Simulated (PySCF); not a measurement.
**C4H8O: calculation against experiment**

**Measured values to compare with.**

From NIST CCCBDB Release 22 (SRD 101), experimental dipoles, for the gas: dipole moment (dielectric constant against temperature) 1.63 D.

The results are set against them at the end.

Compound: C₄H₈O.
Atom-mapped SMILES: `[CH2:1]1[CH2:2][CH2:3][O:4][CH2:5]1` (hydrogens: H6, H7 on C1; H8, H9 on C2; H10, H11 on C3; H12, H13 on C5)

Cartesian coordinates in Å at the PBE0-D3(BJ)/def2-SVP level; atoms count from 1:
```
atom  x, y, z in Å
C1    -0.9168    0.4046   -0.3778
C2     0.4242    0.9775    0.0669
C3     1.3136   -0.2594   -0.0010
O4     0.4781   -1.3645    0.2773
C5    -0.8782   -0.9713    0.2748
H6    -0.9440    0.3078   -1.4757
H7    -1.7837    1.0066   -0.0696
H8     0.3558    1.3482    1.1027
H9     0.7858    1.8028   -0.5633
H10    2.1426   -0.2333    0.7260
H11    1.7592   -0.3703   -1.0089
H12   -1.4740   -1.7255   -0.2647
H13   -1.2624   -0.9234    1.3135
```

The PySCF runs (gas phase, on this PBE0-D3(BJ)/def2-SVP geometry; no spin–orbit coupling):

```tsv
level	job	basis functions
B97-D/pcSseg-2	shieldings, ring-centre shieldings	292
BP86/pcSseg-2	shieldings, ring-centre shieldings	292
OPBE/pcSseg-2	shieldings, ring-centre shieldings	292
BHandHLYP/pcSseg-2	shieldings, ring-centre shieldings	292
PBE0/def2-SVP	10 singlets by full TDDFT, 4 Tamm–Dancoff triplets, polarisability	110
WP04/pcSseg-2	shieldings, ring-centre shieldings	292
PBE0/cc-pVDZ	shieldings, ring-centre shieldings, charges and field gradients	110
PBE0/pcSseg-0	shieldings, ring-centre shieldings, charges and field gradients	61
HF/def2-SVPD	10 singlets by TDHF, 4 Tamm–Dancoff triplets, polarisability, ΔSCF ions	167
LC-wPBE/def2-SVPD	10 singlets by full TDDFT, 4 Tamm–Dancoff triplets, polarisability, ΔSCF ions	167
PBE0/6-31+G*	10 singlets by full TDDFT, 4 Tamm–Dancoff triplets, polarisability	106
B3LYP/pcJ-1	spin–spin couplings from 12 perturbed nuclei, spin–dipole term left out	215
```

All basis functions are spherical.

Results beside the measurements:

**Dipole moment.** Measured: 1.63 D (NIST CCCBDB Release 22 (SRD 101), experimental dipoles).

```csv
level,computed (D),computed − measured (D),% (from the printed values)
B97-D/pcSseg-2,1.70,+0.07,+4
BP86/pcSseg-2,1.71,+0.08,+5
OPBE/pcSseg-2,1.64,+0.01,+1
BHandHLYP/pcSseg-2,1.86,+0.23,+14
PBE0/def2-SVP,1.76,+0.13,+8
WP04/pcSseg-2,1.83,+0.20,+12
PBE0/cc-pVDZ,1.64,+0.01,+1
PBE0/pcSseg-0,2.17,+0.54,+33
HF/def2-SVPD,1.94,+0.31,+19
LC-wPBE/def2-SVPD,1.88,+0.25,+15
PBE0/6-31+G*,1.93,+0.30,+18
B3LYP/pcJ-1,1.82,+0.19,+12
```

12 of the 56 levels run are shown, the closest and the furthest among them. The computed dipoles belong to one fixed geometry; measured ones are averaged over vibrations unless marked μe. Magnitudes are compared, not signs.

No measured geometry was used, and the causes of the misses weren't examined.
